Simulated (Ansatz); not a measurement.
# SiPH$_{3}$ (H-bridged), triplet: reading a ladder of total energies

Geometry: that of the SiPH3 (H-bridged), singlet, kept fixed. The singlet lies 1.5 eV lower here.

| atom | x (Å) | y (Å) | z (Å) |
| --- | --- | --- | --- |
| Si | -0.0282 | 0.0000 | 1.0177 |
| P | -0.0215 | 0.0000 | -1.0416 |
| H | 1.2627 | 0.0000 | -0.1869 |
| H | 0.0919 | 1.1877 | 1.9190 |
| H | 0.0919 | -1.1877 | 1.9190 |

Basis cc-pVDZ; Ansatz 0.2.0. Correlated methods freeze the noble-gas cores, which leaves 12 electrons in 41 orbitals. Prefix R: restricted or restricted open-shell reference; prefix U: unrestricted.

Full CI isn't at hand for all of this; UCCSDT(Q) serves as the reference, and is uncertain by the last step of the cluster series or more.

UCCSD has a T1 diagnostic of 0.022 and a largest doubles amplitude of 0.05.

Runs differ by some tens of microhartree through their thresholds and, for an open shell, their frozen cores, so steps under 0.03 kcal/mol mean nothing.

```tsv
level	total energy (hartree)
UHF	-631.286841
UMP2	-631.485106
UCCSD	-631.526262
UCCSD(T)	-631.534257
UCCSDT	-631.535675
UCCSDT(Q)	-631.536172
```

Q: What is the correlation energy at UCCSDT(Q), and what share of it do UMP2 and UCCSD(T) recover?

A: E(corr) = -631.536172 − (-631.286841) = -0.249331 hartree = -6.785 eV. UMP2: -0.198265 / -0.249331 = 79.52 %. UCCSD(T): -0.247416 / -0.249331 = 99.23 %.

Q: By how many kcal/mol does UCCSD(T) miss UCCSDT(Q) (1 hartree = 627.509 kcal/mol), and which steps make up the rest?

A: -631.534257 − (-631.536172) = 0.001915 hartree = 1.20 kcal/mol. Steps: UCCSDT − UCCSD(T) = -0.89, UCCSDT(Q) − UCCSDT = -0.31 kcal/mol. Differences between like states or geometries often cancel part of this.
